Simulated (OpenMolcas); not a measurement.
# revPBE/6-31G (RICD fitting, fitting threshold 1e-06) run of NO2F (nitryl fluoride)

What is the energy change on altering one bond length of NO2F (nitryl fluoride) at revPBE/6-31G (RICD fitting, fitting threshold 1e-06)? 

The results are computed with OpenMolcas 26.06.

## (1) Starting point

The species is NO2F (4 atoms), meant as a singlet with charge 0. SMILES: `O=[N+]([O-])F`. The shape is that of a GFN2-xTB optimisation.

Bond lengths: O1–N2 1.145 Å, N2–O3 1.145 Å. Angles: O1–N2–O3 140.2°. A long bond or contact: N2–F4 1.545 Å.

## (2) A single-point energy at revPBE/6-31G (RICD fitting, fitting threshold 1e-06)

geom.xyz reads:

```xyz
4

O      0.188740     0.465950     1.115660
N      0.109710    -0.098240     0.122020
O      0.475520    -1.064170    -0.373030
F     -0.773970     0.696460    -0.864650
```

job.inp reads:

```
&gateway
 baslib = $CurrDir
 coord = geom.xyz
 basis = 6-31G
 group = NoSym
 ricd
 cdthreshold = 1e-06

&seward

&scf
 ksdft = revPBE
 prorbitals = 1 1
```

The basis set 6-31G is read from a file made from the Basis Set Exchange's data (not shown).

On the command line:

```bash
$ export MOLCAS_MEM=1860
$ pymolcas job.inp > job.log
```

Output:

```text
--- Start Module: gateway ---
[...]
--- Stop Module: gateway /rc=_RC_ALL_IS_WELL_ ---
--- Start Module: seward ---
[...]
      Basis functions           36
--- Stop Module: seward /rc=_RC_ALL_IS_WELL_ ---
--- Start Module: scf ---
[...]
       Convergence after  17 Iterations
[...]
::    Total KS-DFT energy                            -304.7041711416
[...]
      Total spin, S                                     0.0000000000
[...]
      Total electronic charge=   32.000000
      Total            charge=   -0.000000
[...]
      Dipole Moment (debye):
      Origin of the operator (angstrom)=   -0.0391    0.0352   -0.0437
                   X=  6.5555E-01               Y= -5.8898E-01               Z=  7.3128E-01           Total=  1.1452E+00
      Quadrupole Moment (debye*angstrom):
[...]
--- Stop Module: scf /rc=_RC_ALL_IS_WELL_ ---
[...]
```

Wall time 2.7 s (1 thread of Arm Neoverse V2, shared host); peak memory 0.093 GiB.

## (3) The distorted shape, same level

geom.xyz reads:

```xyz
4

O      0.228258     0.748066     1.612517
N      0.109710    -0.098240     0.122020
O      0.475520    -1.064170    -0.373030
F     -0.773970     0.696460    -0.864650
```

job.input reads:

```
* FNO2 Kohn-Sham DFT

&gateway
 baslib=$CurrDir
 coord=geom.xyz
 basis=6-31G
 group=NoSym
 ricd
 cdthreshold=1e-06

&seward

&scf
 ksdft=revPBE
 prorbitals=1 1
```

The basis set 6-31G is read from a file made from the Basis Set Exchange's data (not shown).

On the command line:

```bash
$ export MOLCAS_MEM=1860
$ pymolcas job.input > job.log
```

Output:

```text
--- Start Module: gateway ---
[...]
--- Stop Module: gateway /rc=_RC_ALL_IS_WELL_ ---
--- Start Module: seward ---
[...]
      Basis functions           36
--- Stop Module: seward /rc=_RC_ALL_IS_WELL_ ---
--- Start Module: scf ---
[...]
       Convergence after  26 Iterations
[...]
::    Total KS-DFT energy                            -304.6291694789
[...]
      Total spin, S                                     0.0000000000
[...]
      Total electronic charge=   32.000000
      Total            charge=   -0.000000
[...]
      Dipole Moment (debye):
      Origin of the operator (angstrom)=   -0.0294    0.1046    0.0786
                   X=  3.8265E-01               Y= -1.1816E+00               Z= -7.6540E-01           Total=  1.4589E+00
      Quadrupole Moment (debye*angstrom):
[...]
--- Stop Module: scf /rc=_RC_ALL_IS_WELL_ ---
[...]
```

Run time: 3.6 s. Hardware: 1 thread of Arm Neoverse V2, shared host; peak memory 0.093 GiB.

## (4) Results

At revPBE/6-31G (RICD fitting, fitting threshold 1e-06):

| quantity | value |
| --- | --- |
| first shape: total energy | -304.70417 Eh |
| first shape: dipole moment | 1.15 D |
| first shape: HOMO energy | -8.18 eV |
| first shape: LUMO energy | -3.49 eV |
| first shape: HOMO–LUMO gap | 4.69 eV |
| distorted shape: total energy | -304.62917 Eh |
| distorted shape: dipole moment | 1.46 D |
| distorted shape: HOMO energy | -7.12 eV |
| distorted shape: LUMO energy | -5.46 eV |
| distorted shape: HOMO–LUMO gap | 1.66 eV |
| energy change with the O1–N2 bond stretched from 1.145 to 1.718 Å | 2.041 eV |

In words: With the O1–N2 bond stretched from 1.145 to 1.718 Å the energy rises by 2.04 eV (47 kcal/mol). The first shape isn't relaxed at this level, so the change isn't measured from a minimum. A restricted reference can't describe the breaking bond well at this length. Mulliken charges (first shape) run from -0.22 on F4 to +0.49 on N2; they depend strongly on the basis.
